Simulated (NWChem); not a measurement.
Molecule: ethane (C₂H₆); SMILES CC

Computed with NWChem. Pople sets run with spherical d functions. Level Hartree-Fock/6-31G*: optimisations from one semi-empirical or force-field start; each run changes one setting, and all end within 0.3 mHa of each other.

```
setting                                             optimisation steps
--------------------------------------------------  ------------------
redundant internal coordinates, default thresholds                   2
tight thresholds                                                     5
loose thresholds                                                     2
Cartesian coordinates                                                3
```
